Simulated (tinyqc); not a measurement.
Stretching all distances: RHF, UHF, MP2, CISD and CCSD against full CI in the sto-6g basis, for H2O, spin multiplicity 1. Computed by the program tinyqc with PySCF. 

Geometry (angstrom):

| atom | x | y | z |
|---|---|---|---|
| O | 0.0000 | 0.0000 | 0.0000 |
| H | 0.0000 | 0.6690 | 0.6430 |
| H | 0.0000 | -0.6690 | 0.6430 |

All coordinates are multiplied by the scale. c0^2 is the weight of the RHF determinant in the lowest singlet FCI state (UHF is spin-contaminated and may lie near states of higher spin) and n(LUMO) the first natural occupation beyond the occupied space.

Full CI energy (hartree) and errors against it (kcal/mol):

| scale | distance 1-2 (angstrom) | E(FCI) | RHF | UHF | MP2 | CISD | CCSD | <S^2> UHF | c0^2 | n(LUMO) |
|---|---|---|---|---|---|---|---|---|---|---|
| 0.9300 | 0.8630 | -75.673493 | 25.8910 | 25.8910 | 6.7038 | 0.2660 | 0.0475 | 0.0000 | 0.9811 | 0.0205 |
| 1.1100 | 1.0300 | -75.737938 | 39.2237 | 39.2237 | 11.2269 | 0.7677 | 0.0993 | 0.0000 | 0.9625 | 0.0395 |
| 1.2900 | 1.1970 | -75.706289 | 57.7571 | 57.7571 | 17.7308 | 2.0818 | 0.2305 | 0.0000 | 0.9294 | 0.0731 |
| 1.4600 | 1.3547 | -75.648877 | 80.7566 | 71.7945 | 25.8828 | 4.8178 | 0.4693 | 0.6335 | 0.8788 | 0.1254 |
| 1.6400 | 1.5218 | -75.586560 | 111.3661 | 58.4407 | 36.6055 | 10.3006 | 0.7026 | 1.2982 | 0.7994 | 0.2120 |
| 1.8200 | 1.6888 | -75.535646 | 148.1753 | 37.8240 | 48.9630 | 19.1363 | 0.0769 | 1.6354 | 0.6924 | 0.3356 |
| 2.0000 | 1.8558 | -75.500698 | 189.3811 | 21.1114 | 63.2876 | 31.0823 | -2.8741 | 1.8104 | 0.5610 | 0.4823 |

UHF parts from RHF first at scale 1.46 of those listed, where <S^2> leaves zero. The weight c0^2 goes from 0.98 to 0.56 and n(LUMO) from 0.02 to 0.48: static correlation grows as the bonds break into open-shell fragments. The spread of the error along the curve, which distorts its shape, is CCSD 3.6, CISD 30.8, UHF 50.7, MP2 56.6, RHF 163.5 kcal/mol. Below FCI somewhere: CCSD, as non-variational methods may be.
